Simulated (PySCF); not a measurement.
A PySCF script (with the pyscf-properties extension) for the NMR shieldings of SMILES C1=CSCC1, C$_{4}$H$_{6}$S, on a GFN2-xTB geometry:

```python
import basis_set_exchange as bse
import numpy as np
from pyscf import gto, dft
from pyscf.prop import nmr

atoms = """
C     1.052362   -0.503561    0.076521
C     1.308474    0.579245   -0.640471
S    -0.083423    1.567534   -1.015069
C    -1.171648    0.522523    0.032851
C    -0.387900   -0.733589    0.424397
H     1.801095   -1.214852    0.379671
H     2.258498    0.910891   -1.014410
H    -1.441857    1.122687    0.901332
H    -2.070927    0.300919   -0.537410
H    -0.755563   -1.607018   -0.123730
H    -0.503687   -0.942110    1.490354
"""
names = dict.fromkeys(["C", "S", "H"], "pcSseg-1")
basis = {el: gto.basis.parse(bse.get_basis(n, elements=[el], fmt="nwchem")) for el, n in names.items()}
mol = gto.M(atom=atoms, basis=basis, charge=0, verbose=0)
mf = dft.RKS(mol, xc="PBE0")
mf.grids.level = 2
mf.grids.alignment = dft.numint.BLKSIZE   # the property module wants whole blocks of grid points
mf.conv_tol = 1e-9
mf.kernel()

calc = nmr.RKS(mf)   # GIAO
C = mf.mo_coeff
Co = C[:, mf.mo_occ > 0]
resp = mf.gen_response(singlet=True, hermi=2)
def vind(x):   # induced exchange potential for any number of trial vectors
    d = np.einsum("pi,xij,qj->xpq", C, 2 * x.reshape(-1, C.shape[1], Co.shape[1]), Co, optimize=True)
    return np.einsum("xpq,pi,qj->xij", resp(d - d.transpose(0, 2, 1)), C, Co, optimize=True).ravel()
mo1, _ = nmr.rhf.solve_mo1(calc, with_cphf=vind)
sigma = calc.kernel(mo1)
for i, s in enumerate(sigma):   # ppm
    w = np.linalg.eigvalsh((s + s.T) / 2)
    print("%2d %-2s iso %8.1f  s11 %8.1f  s22 %8.1f  s33 %8.1f" % (i, mol.atom_pure_symbol(i), w.mean(), *w))
```

Task: What are the results?

Result: 
```
 0 C  iso     63.1  s11    -31.5  s22     89.2  s33    131.7
 1 C  iso     51.4  s11    -46.8  s22     71.3  s33    129.7
 2 S  iso    434.8  s11    259.7  s22    300.4  s33    744.2
 3 C  iso    152.4  s11    111.5  s22    167.5  s33    178.4
 4 C  iso    148.5  s11    117.2  s22    157.0  s33    171.4
 5 H  iso     26.4  s11     24.1  s22     25.1  s33     29.9
 6 H  iso     25.8  s11     23.9  s22     25.5  s33     28.0
 7 H  iso     28.4  s11     22.2  s22     27.2  s33     35.8
 8 H  iso     28.5  s11     23.6  s22     26.7  s33     35.1
 9 H  iso     28.7  s11     23.6  s22     27.1  s33     35.4
10 H  iso     28.7  s11     24.1  s22     27.0  s33     35.1
```

These numbers come from an equivalent density-fitted implementation of the same equations, which agrees with the script to about 0.01 ppm for H and up to a few tenths of a ppm for heavy atoms, so last digits may differ.

Task: Turn these shieldings into chemical shifts. Shifts are taken against calculated references (same method and geometry level): ¹³C (186.93 ppm) and ¹H (31.72 ppm) against TMS; CS2 for ³³S (503.73 ppm).

Result: Averaging equivalent atoms: C 1: 135.5; C 0: 123.8; C 4: 38.4; C 3: 34.5; S 2: 69; H 6: 5.90; H 5: 5.35; H 7/8: 3.27; H 9/10: 3.00 ppm. 

Size and cost of the density-fitted run: 122 basis functions, 7.7 s wall time on 1 thread of an Arm Neoverse V2, shared host.
